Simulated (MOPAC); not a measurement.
MOPAC input (AM1):

```
AM1 PRECISE GNORM=0.05 LET XYZ UHF MS=0.5 GEO-OK AUX(PRECISION=9) THREADS=1
C2H4NO

O     0.24397327 1    1.29816191 1    0.28691816 1
C     0.00564102 1    0.12351485 1    0.02760402 1
N     1.00713546 1   -0.77109991 1   -0.25934767 1
C    -1.34933143 1   -0.39570472 1   -0.01723319 1
H     0.83263926 1   -1.75687301 1   -0.33347649 1
H    -1.57262671 1   -1.42566528 1   -0.26145349 1
H    -2.15610169 1    0.28717211 1    0.19841180 1
H     1.95649730 1   -0.45909057 1   -0.14561854 1
```

### Question
What heat of formation does the run end on?

### Answer
-14.99 kcal/mol.
